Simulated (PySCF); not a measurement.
PySCF input (HF/def2-TZVPD):

```python
from pyscf import gto, scf, dft

mol = gto.M(
    atom='''
    O     0.24397327    1.29816191    0.28691816
    C     0.00564102    0.12351485    0.02760402
    N     1.00713546   -0.77109991   -0.25934767
    C    -1.34933143   -0.39570472   -0.01723319
    H     0.83263926   -1.75687301   -0.33347649
    H    -1.57262671   -1.42566528   -0.26145349
    H    -2.15610169    0.28717211    0.19841180
    H     1.95649730   -0.45909057   -0.14561854
    ''',
    basis='def2-tzvpd',
    charge=0,
    spin=1,
    verbose=4,
)

mf = scf.UHF(mol).density_fit(auxbasis='def2-universal-jkfit')
mf.conv_tol = 1e-9
mf.max_cycle = 100
mf.max_memory = 1500
mf.kernel()
if not mf.converged:
    mf = mf.newton()
    mf.kernel(mf.make_rdm1())
for _ in range(2):
    mo, _, stable, _ = mf.stability(return_status=True)
    if stable:
        break
    mf.kernel(mf.make_rdm1(mo, mf.mo_occ))
mf.analyze()
```

End of the output:

```
Extra cycle  E= -207.440000730331  delta_E= -5.57e-11  |g|= 4.21e-06  |ddm|= 8.91e-06
converged SCF energy = -207.440000730331  <S^2> = 0.7931428  2S+1 = 2.0426873
uhf_internal: lowest eigs of H = [0.13573305 0.24491437 0.47139008]
<class 'pyscf.df.df_jk.DFUHF'> wavefunction is stable in the internal stability analysis
**** SCF Summaries ****
Total Energy =                        -207.440000730330780
Nuclear Repulsion Energy =             114.204338202472968
One-electron Energy =                 -508.639114852957277
Two-electron Energy =                  186.994775920153558
Two-electron Coulomb Energy =          213.677494807420800
DFT Exchange-Correlation Energy =      -26.682718887267242
HOMO-LUMO gap [eV] =                    12.166207462403220
**** MO energy ****
                             alpha | beta                alpha | beta
MO #1   energy= -20.532171298218   | -20.5207562687585  occ= 1 | 1
MO #2   energy= -15.5820698042502  | -15.5818989846449  occ= 1 | 1
MO #3   energy= -11.3495225034196  | -11.3554059781964  occ= 1 | 1
MO #4   energy= -11.2678639724293  | -11.245898697096   occ= 1 | 1
MO #5   energy= -1.39138986658392  | -1.37165111744399  occ= 1 | 1
MO #6   energy= -1.21236893907082  | -1.2063049915575   occ= 1 | 1
MO #7   energy= -1.02357494585116  | -0.954982815410595 occ= 1 | 1
MO #8   energy= -0.7989294080514   | -0.788778281579688 occ= 1 | 1
MO #9   energy= -0.72577947046986  | -0.720483447707309 occ= 1 | 1
MO #10  energy= -0.6850286185398   | -0.67458803938889  occ= 1 | 1
MO #11  energy= -0.605892740478619 | -0.595416765068352 occ= 1 | 1
MO #12  energy= -0.600501678408703 | -0.582851837737993 occ= 1 | 1
MO #13  energy= -0.593188179731254 | -0.560050472696187 occ= 1 | 1
MO #14  energy= -0.44926111968982  | -0.433626328443445 occ= 1 | 1
MO #15  energy= -0.441328131362119 | -0.392351735663553 occ= 1 | 1
MO #16  energy= -0.405658747458617 | 0.0547481457412835 occ= 1 | 0
MO #17  energy= 0.0622742085832755 | 0.0640968560842578 occ= 0 | 0
MO #18  energy= 0.0886294567303259 | 0.0895766131689943 occ= 0 | 0
MO #19  energy= 0.102098505696406  | 0.102531372668724  occ= 0 | 0
MO #20  energy= 0.127149079664305  | 0.127337893111235  occ= 0 | 0
MO #21  energy= 0.134861290190862  | 0.135469003021271  occ= 0 | 0
MO #22  energy= 0.138651680384005  | 0.139651269467573  occ= 0 | 0
MO #23  energy= 0.148630845449252  | 0.150799007597157  occ= 0 | 0
MO #24  energy= 0.184036707643338  | 0.193083558302274  occ= 0 | 0
MO #25  energy= 0.192764872779011  | 0.195485688246791  occ= 0 | 0
MO #26  energy= 0.197502096416693  | 0.200989728736364  occ= 0 | 0
MO #27  energy= 0.221317415184801  | 0.22930032841816   occ= 0 | 0
MO #28  energy= 0.230797506825451  | 0.246201840164878  occ= 0 | 0
MO #29  energy= 0.242403730203253  | 0.252233930340934  occ= 0 | 0
MO #30  energy= 0.262569932565294  | 0.262720514361813  occ= 0 | 0
MO #31  energy= 0.274387194206238  | 0.275043665871963  occ= 0 | 0
MO #32  energy= 0.284044044412922  | 0.290386857072036  occ= 0 | 0
MO #33  energy= 0.286789364318386  | 0.294954405516909  occ= 0 | 0
MO #34  energy= 0.291903162102105  | 0.317568380754645  occ= 0 | 0
MO #35  energy= 0.312861485596741  | 0.329144476866368  occ= 0 | 0
MO #36  energy= 0.336122374787618  | 0.339030692679725  occ= 0 | 0
MO #37  energy= 0.35445197129747   | 0.355289099580402  occ= 0 | 0
MO #38  energy= 0.372552445025564  | 0.377493602887489  occ= 0 | 0
MO #39  energy= 0.376205704702737  | 0.382960891549673  occ= 0 | 0
MO #40  energy= 0.389168019158284  | 0.391545494911854  occ= 0 | 0
MO #41  energy= 0.39338831905299   | 0.394279078089816  occ= 0 | 0
MO #42  energy= 0.406316615609203  | 0.409685904442255  occ= 0 | 0
MO #43  energy= 0.413654354824982  | 0.416280067331951  occ= 0 | 0
MO #44  energy= 0.422893065275904  | 0.427729335370819  occ= 0 | 0
MO #45  energy= 0.441667398056259  | 0.447419398222511  occ= 0 | 0
MO #46  energy= 0.447919093230109  | 0.452930006374064  occ= 0 | 0
MO #47  energy= 0.450721336082445  | 0.458918265659456  occ= 0 | 0
MO #48  energy= 0.477774433130093  | 0.479561556008909  occ= 0 | 0
MO #49  energy= 0.481916039606468  | 0.486162750934412  occ= 0 | 0
MO #50  energy= 0.489889657875864  | 0.500083539583466  occ= 0 | 0
MO #51  energy= 0.494383765452563  | 0.50850428998881   occ= 0 | 0
MO #52  energy= 0.521961466874867  | 0.5253842391216    occ= 0 | 0
MO #53  energy= 0.555592858598454  | 0.556949162608315  occ= 0 | 0
MO #54  energy= 0.561620271663201  | 0.563411623608342  occ= 0 | 0
MO #55  energy= 0.571948849950922  | 0.58014148294447   occ= 0 | 0
MO #56  energy= 0.583032196738691  | 0.589321218921962  occ= 0 | 0
MO #57  energy= 0.601878805848335  | 0.604286473607025  occ= 0 | 0
MO #58  energy= 0.609649334280243  | 0.620231002231226  occ= 0 | 0
MO #59  energy= 0.639776888837958  | 0.642764451615741  occ= 0 | 0
MO #60  energy= 0.659523074126402  | 0.66350432594728   occ= 0 | 0
MO #61  energy= 0.672653668321903  | 0.677848923561045  occ= 0 | 0
MO #62  energy= 0.710097216597543  | 0.714656972624429  occ= 0 | 0
MO #63  energy= 0.714298385854482  | 0.717328405686551  occ= 0 | 0
MO #64  energy= 0.715828207579553  | 0.728718937446273  occ= 0 | 0
MO #65  energy= 0.729814578707583  | 0.735821900888398  occ= 0 | 0
MO #66  energy= 0.765971768168348  | 0.769995180766144  occ= 0 | 0
MO #67  energy= 0.773394946583401  | 0.774858379131842  occ= 0 | 0
MO #68  energy= 0.797680100691846  | 0.804921785510054  occ= 0 | 0
MO #69  energy= 0.837398885046915  | 0.839971648965501  occ= 0 | 0
MO #70  energy= 0.837521737380682  | 0.84749834528959   occ= 0 | 0
MO #71  energy= 0.856394702451428  | 0.858637790409216  occ= 0 | 0
MO #72  energy= 0.874001012237544  | 0.877500286297608  occ= 0 | 0
MO #73  energy= 0.876830664002249  | 0.885515368273399  occ= 0 | 0
MO #74  energy= 0.946982027637372  | 0.948667698155385  occ= 0 | 0
MO #75  energy= 0.949919541079142  | 0.952919604077086  occ= 0 | 0
MO #76  energy= 0.960814227703718  | 0.984273621183503  occ= 0 | 0
MO #77  energy= 0.990733736299365  | 1.00338534213059   occ= 0 | 0
MO #78  energy= 1.01460473747389   | 1.0170462898577    occ= 0 | 0
MO #79  energy= 1.02568591777913   | 1.05539014522517   occ= 0 | 0
MO #80  energy= 1.0541838219525    | 1.06260708963126   occ= 0 | 0
MO #81  energy= 1.08063896386268   | 1.08762076254701   occ= 0 | 0
MO #82  energy= 1.11041179313536   | 1.11732625409291   occ= 0 | 0
MO #83  energy= 1.1372086080784    | 1.15858531114055   occ= 0 | 0
MO #84  energy= 1.17556957157681   | 1.18174731533799   occ= 0 | 0
MO #85  energy= 1.28125516428421   | 1.29074021207994   occ= 0 | 0
MO #86  energy= 1.30059961327955   | 1.30735932182224   occ= 0 | 0
MO #87  energy= 1.33509179465406   | 1.33999891587921   occ= 0 | 0
MO #88  energy= 1.39622944444146   | 1.41233055607919   occ= 0 | 0
MO #89  energy= 1.40726034989818   | 1.41438200224579   occ= 0 | 0
MO #90  energy= 1.44691640654201   | 1.45383105531932   occ= 0 | 0
MO #91  energy= 1.50721117834411   | 1.51655483993452   occ= 0 | 0
MO #92  energy= 1.57581977723187   | 1.58053896241106   occ= 0 | 0
MO #93  energy= 1.5999297511908    | 1.60041221621691   occ= 0 | 0
MO #94  energy= 1.62189145868899   | 1.62643540076543   occ= 0 | 0
MO #95  energy= 1.72610884665919   | 1.72676546080566   occ= 0 | 0
MO #96  energy= 1.80058237101771   | 1.80580301086603   occ= 0 | 0
MO #97  energy= 1.80783755645426   | 1.84736629667593   occ= 0 | 0
MO #98  energy= 1.86490263784478   | 1.86845753259373   occ= 0 | 0
MO #99  energy= 1.96549523204757   | 1.97349001052077   occ= 0 | 0
MO #100 energy= 1.98917186517661   | 1.99193678568245   occ= 0 | 0
MO #101 energy= 2.0339439218481    | 2.04305728451813   occ= 0 | 0
MO #102 energy= 2.06058620094169   | 2.07820374795265   occ= 0 | 0
MO #103 energy= 2.10133799700166   | 2.10814435507469   occ= 0 | 0
MO #104 energy= 2.12635885358468   | 2.13450922307066   occ= 0 | 0
[...]
```

It need not be the lowest isomer of its formula.
